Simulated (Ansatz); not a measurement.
in.yaml

```yaml
crystal:
  periodic: [false, false, false]
  atoms:
    - {symbol: Si, position_ang: [0.000000, 0.000000, 1.658754]}
    - {symbol: B, position_ang: [0.000000, 0.000000, -0.236394]}
    - {symbol: H, position_ang: [0.000000, 0.000000, -1.422360]}
basis:
  gaussian: {orbitals: 6-31G}
total_charge: 1
magnetization: {spin_polarized: false, initial_magnetization: 1}
correlation: {method: sc_nevpt2, electrons: valence, active_space: {window: {electrons: 1, orbitals: 6}}}
accuracy: high
```

```sh
$ ansatz run in.yaml --threads 1 --pin off --events-out ev --progress --plain --max-ram 2393MiB
```

Roughly how long does this take on 1 thread of Arm Neoverse V2, shared host, and how much host memory?

0.54 s wall and 0.13 GiB.

```
507 factors; integrals over basis functions are off by at most 3.3e-9 eV
mean field evaluation 1: about -8536.9569 eV, gradient 8.0e0 eV
mean field evaluation 2: about -8536.9591 eV, gradient 8.0e0 eV
mean field evaluation 4: about -8537.3642 eV, gradient 7.2e-1 eV
mean field evaluation 8: about -8537.3675 eV, gradient 9.5e-4 eV
mean field evaluation 16: about -8537.3676 eV, gradient 1.5e-3 eV
mean field evaluation 32: about -8532.1847 eV, gradient 1.3e-6 eV
mean field -8537.36754978 eV, -313.7424706190 hartree, gradient 3.5e-8 eV, S^2 0.750000; 5 other end points of the search recorded, 0 dependent functions left out
reference -8537.36754978 eV, -313.7424706190 hartree; 10, 9 occupied and 14, 15 virtual orbitals, 507 factors
state -8537.36754978 eV, -313.7424706190 hartree
state -8537.36754978 eV, -313.7424706190 hartree; corrected -8539.04344729 eV, -313.8040587162 hartree
WARN: 5 active orbitals are nearly empty or full. The corrections depend on them more than the energy does, and are more stable in an active space without them
Total energy: -8539.04344729 eV, -313.8040587162 hartree
```
